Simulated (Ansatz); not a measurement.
# Structure relaxation of ScGa5Fe

Theory: DFT PBEsol, scalar-relativistic, plane waves, PAW (Ansatz 0.2.0).

The start is a database structure of ScGa5Fe, space group P4/mmm (No. 123).

Input of the last, converged step (default PAW datasets):

```yaml
crystal:
  lattice:
    - [4.10923985, 0.0, 0.0]
    - [0.0, 4.10923985, 0.0]
    - [0.0, 0.0, 6.59155537]
  atoms:
    - { symbol: Sc, position: [0.0, 0.0, 0.0] }
    - { symbol: Ga, position: [0.0, 0.5, 0.30604373] }
    - { symbol: Ga, position: [0.0, 0.5, 0.69395627] }
    - { symbol: Ga, position: [0.5, 0.0, 0.30604373] }
    - { symbol: Ga, position: [0.5, 0.0, 0.69395627] }
    - { symbol: Ga, position: [0.5, 0.5, 0.0] }
    - { symbol: Fe, position: [0.0, 0.0, 0.5] }
basis:
  ecutwfc: 420
kpoints:
  mp_grid: { grid: [10, 10, 6] }
hamiltonian:
  xc: pbesol
scf:
  occupations: { method: gaussian, width: 0.1 }
output:
  forces: true
  stress: true
  eigenvalues: true
relax:
  adjacent_minimum: "off"
  f_tol: 0.01
  max_steps: 80
  cell: { stress_tol: 0.05 }
```

Launched as:

```bash
ansatz run input.yaml --threads 1 --pin off --max-ram 2560MiB --backend cpu --events-out ev --progress --plain --runs-dir out
```

It took 3.2 min on 1 thread of Arm Neoverse V2 (shared host), peak memory 0.67 GiB.

End of the output:

```
SCF converged after 7 iterations
Free energy (F): -25279.306498 eV
Harris-Foulkes:  -25279.306498 eV  (|F-HF|=1.82e-11)
Internal energy: -25279.295873 eV  (E = F + TS)
E sigma→0 (E₀):  -25279.301185 eV
Entropy (-TS):   -0.010625 eV (-1.518 meV/atom)
Fermi energy:    12.635654 eV
--- Per-component energies (eV) ---
  E_band       = -421.161687
  E_kinetic    = 1206.453104
  E_local      = -12143.047033  (includes V_loc(G=0)·N_el)
  E_nonlocal   = 2422.822470
  E_hartree    = 5564.192854
  E_xc         = -571.681365
  E_vxc        = -581.595886  (∫ρ·V_xc dr)
  E_paw        = -12005.068783  (= ΣΔE_a)
  E_vpaw       = -2454.180283  (= ΣTr[D̂ρ^β])
  E_aug_tail   = 0.000337  (compensation charges beyond the density's cutoff)
  E_ewald      = -9757.590571
  E_core_change = 4.623116  (= ΣΔE_core)
  E_smearing   = -0.010625  (= −TS)
  E_closure    = 0.000000  (closes the sum)
  Σ components = -25279.306498   (vs F -25279.306498, Δ=0.00e0)
--- Forces (eV/Å), atoms counted from 1 ---
  atom   1  Sc     0.00000000     0.00000000     0.00000000
  atom   2  Ga     0.00000000     0.00000000     0.00001231
  atom   3  Ga     0.00000000     0.00000000    -0.00001231
  atom   4  Ga     0.00000000     0.00000000     0.00001231
  atom   5  Ga     0.00000000     0.00000000    -0.00001231
  atom   6  Ga     0.00000000     0.00000000     0.00000000
  atom   7  Fe     0.00000000     0.00000000     0.00000000
  max |Σ_I F_I| component: 1.39e-17 eV/Å
--- Stress (GPa, compression-positive) ---
       -0.005932       0.000000       0.000000
        0.000000      -0.005932       0.000000
        0.000000       0.000000      -0.003217
  P = ⅓ Tr σ = -0.0050 GPa (-0.050 kbar)
--- Relaxed structure (5 steps of the walk, 5 accepted, 1 SCFs on fresh bases) ---
  F+E_penalty+E_count = -25279.30649781 eV   max|allowed force component| = 1.231e-5 eV/Å   (the final SCF, on the basis selected at the relaxed cell)
  cell:  # Å, volume = 109.4493 Å³
    - [4.079157, 0.000000, 0.0]
    - [0.000000, 4.079157, 0.0]
    - [0.0, 0.0, 6.577668]
  atoms:
    - { symbol: Sc, position: [0.000000, 0.000000, 0.0] }
    - { symbol: Ga, position: [0.000000, 0.5, 0.304235] }
    - { symbol: Ga, position: [0.000000, 0.5, 0.695765] }
    - { symbol: Ga, position: [0.5, 0.000000, 0.304235] }
    - { symbol: Ga, position: [0.5, 0.000000, 0.695765] }
    - { symbol: Ga, position: [0.5, 0.5, 0.0] }
    - { symbol: Fe, position: [0.000000, 0.000000, 0.500000] }
```

Absolute energies hang on the potentials; compare differences alone.

The result has space group P4/mmm (No. 123). Sc has 12 Ga at 2.86–2.88 Å and 2 Fe at 3.29 Å; Ga on Wyckoff site i (4 atoms of the primitive cell) is coordinated by 2 Fe at 2.41 Å, 1 Ga at 2.58 Å, 2 Sc at 2.86 Å and 6 Ga at 2.86–2.88 Å; around Ga on Wyckoff site c (1 atom of the primitive cell) lie 8 Ga at 2.86 Å and 4 Sc at 2.88 Å; Fe is coordinated by 8 Ga at 2.41 Å.

Against the elements it lies at -0.44 eV/atom. Energies over the elements count from the elements' standard structures at the same level, with no empirical corrections.

The k mesh leaves about 4 meV/atom of noise in metals.

Symmetry constrained the relaxation, so the result can be a saddle point.